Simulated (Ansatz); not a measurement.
**A Morse fit to a bond in H$_{2}$O, singlet, and a point to predict**

Starting geometry (PBE0/def2-TZVP stationary point for this spin, which needn't be the lowest; state A1):

```yaml
atoms:
  - { symbol: O, position_ang: [0.0000, -0.0653, 0.0000] }
  - { symbol: H, position_ang: [0.0000, 0.5184, -0.7615] }
  - { symbol: H, position_ang: [0.0000, 0.5184, 0.7615] }
```

Atom H2 moves along the line of the distance O1-H2, all else staying in place. Energies are in eV from the starting point at each level.

Basis cc-pVDZ; Ansatz 0.2.0. Correlated methods freeze the noble-gas cores.

Full CI is exact within this basis and frozen core; it isn't the basis-set limit.

```csv
distance O1-H2 (Å),full CI,PBE0
0.765,1.749,1.715
0.884,0.209,0.201
0.960,0.000,0.000
1.055,0.175,0.181
1.181,?,?
1.304,1.494,1.544
1.551,2.854,3.061
1.745,3.651,3.985
2.065,4.433,4.662
2.626,4.876,4.983
3.309,4.965,5.051
```

A Morse curve E(r) = E0 + De (1 − exp(−a (r − re)))² is laid through the three points about the minimum (0.884, 0.960, 1.055 Å), with E0 + De set to the last point:

```tsv
level	re (Å)	a (1/Å)	E0 (eV)	De (eV)	k = 2 De a² (eV/Å²)
full CI	0.965	2.312	-0.001	4.966	53.1
PBE0	0.963	2.293	0.000	5.051	53.1
```

Task: Use the full-CI fit to predict the withheld energy at 1.181 Å.

Result: exp(−2.312 × (1.181 − 0.965)) = 0.6069; E = -0.001 + 4.966 × (1 − 0.6069)² = 0.766 eV. Full CI in cc-pVDZ gives 0.772 eV, so the Morse form is 0.006 eV too low there (0.1 % of De). PBE0 gives 0.792 eV.

Unrestricted Kohn–Sham rows aren't spin-pure: their determinants' ⟨S²⟩ exceeds S(S+1) by up to 1.00, so they mix in states of higher spin.

Kohn–Sham is unrestricted where that lies lower.

De here is the energy of pulling rigid fragments apart in this basis, without relaxation or zero-point terms.

In so small a basis the reference is far from its limit while semilocal and hybrid functionals are nearer theirs, so the functionals' errors here hold much of the reference's basis and frozen-core error, which can add to them or hide them.
